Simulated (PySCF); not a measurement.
# C4H3N: geometry, NMR shifts, spin-spin couplings, electronic excitations and core binding energies

Wanted: the NMR shifts, spin-spin couplings, electronic excitations and core binding energies of C4H3N (`CC#CC#N`), by calculation.

Programs: PySCF 2.14.0, with density-fitted response routines of our own. Each step states its level of theory. These are calculated values for one molecule in the gas phase, unless marked as measured. Atoms are numbered from 0 throughout.

## Step 1: The molecule as given

8 atoms, charge 0, multiplicity 1; geometry from: MMFF94s.

Bonds of the start (Å): C0–C1 1.46, C1–C2 1.20, C2–C3 1.54, C3–N4 1.16, C0–H5 1.09, C0–H6 1.09, C0–H7 1.09.

## Step 2: Geometry optimisation at PBE0-D3(BJ)/def2-SVP

The job: settings as JSON, then the geometry in Å.

```
{"job": {"xc": "PBE0", "basis": "def2-SVP", "d3": "d3bj", "grid": 1, "kind": "geom"}, "charge": 0, "multiplicity": 1}
C     -1.556567     0.144604    -0.088070
C     -0.103621     0.009626     0.012279
C      1.089763    -0.101238     0.094700
C      2.623642    -0.243735     0.200638
N      3.776171    -0.350804     0.280238
H     -1.856803     1.193272    -0.002431
H     -1.917141    -0.234350    -1.049090
H     -2.055444    -0.417375     0.707217
```

Command:

```bash
$ OMP_NUM_THREADS=1 python probes_run.py task.json out
```

One launch serves the whole session: the jobs run in the order shown.

**Question.** This job is followed by: GIAO PBE0/pcSseg-1 NMR shielding, non-relativistic, gas phase; B3LYP/pcJ-1 indirect spin-spin coupling, non-relativistic, gas phase; TDDFT wB97X-D/def2-SVPD, vertical, gas phase, core orbitals frozen in the response; GIAO B97-2/pcSseg-2 NMR shielding, non-relativistic, gas phase; delta-SCF UKS SCAN, pcX-2 on the ionised atom, pcseg-1 elsewhere, spin-free X2C. Predict these results of the whole session: point group; rotational constants (main isotopes); 13C shifts against TMS (PBE0/pcSseg-1); 1H shifts against TMS (PBE0/pcSseg-1, means over atoms taken as alike); 15N shifts against NH3 (PBE0/pcSseg-1); surface potential, 1st and 99th percentile; largest coupling of the table (B3LYP/pcJ-1); lowest singlet (wB97X-D/def2-SVPD); brightest single state of those computed; lowest triplet; vertical ionisation energy (ΔSCF); C1s binding energies, SCAN/pcX-2 (standing for 1 of 4 atoms); N1s binding energies, SCAN/pcX-2; range of the shift of N4.

As calculated:

| quantity | value |
| --- | --- |
| point group | C3v |
| rotational constants (main isotopes) | 157.63, 2.06, 2.06 GHz |
| 13C shifts against TMS (PBE0/pcSseg-1) | 111.5, 83.9, 62.0, 4.6 ppm |
| 1H shifts against TMS (PBE0/pcSseg-1, means over atoms taken as alike) | 2.06 ppm |
| 15N shifts against NH3 (PBE0/pcSseg-1) | 303.6 ppm |
| surface potential, 1st and 99th percentile | -1.70 V and 1.47 V |
| largest coupling of the table (B3LYP/pcJ-1) | 1J(C,C) C1–C2, 235.5 Hz |
| lowest singlet (wB97X-D/def2-SVPD) | 5.13 eV (242 nm), f = 0.000 |
| brightest single state of those computed | state 9, 8.40 eV, f = 0.017 |
| lowest triplet | 4.22 eV |
| vertical ionisation energy (ΔSCF) | 10.65 eV |
| C1s binding energies, SCAN/pcX-2 (standing for 1 of 4 atoms) | C0 292.51 eV |
| N1s binding energies, SCAN/pcX-2 | N4 404.96 eV |
| range of the shift of N4 | 290.9 to 303.6 ppm |

**Reading.** Over 5 steps the energy fell by 0.535 eV; of the close pairs, C2–C3 changed most, 1.544 to 1.374 Å. No frequency check was run at this level, so the end point may be a saddle. C3 (nitrile carbon) lies farthest downfield among carbon, at 111.5 ppm; this is the usual window of a C≡N carbon, which has no attached hydrogen. At PBE0/pcSseg-1: The largest span, 550 ppm, is at N4, where the paramagnetic term is -379 ppm. In the run at B3LYP/pcJ-1, the largest coupling of the table is C1–C2, 235.5 Hz, of which the Fermi-contact term gives 214.9 Hz. The first singlet state (HOMO→LUMO 0.49, HOMO−1→LUMO+1 0.49) lies at 5.13 eV and is dark; of the 10 states computed, the strongest absorption comes from states 9 to 10 together at 8.40 eV (the last computed, so partners may be missing). The lowest triplet lies 0.91 eV below the lowest singlet (triplets in Tamm-Dancoff, singlets in full TDDFT). The orbital energy would give 10.19 eV for ionisation, ΔSCF gives 10.65 eV. Across the 2 runs the shift of N4 moves most, between 290.9 (B97-2/pcSseg-2) and 303.6 ppm (PBE0/pcSseg-1). Part of that comes from the computed reference.
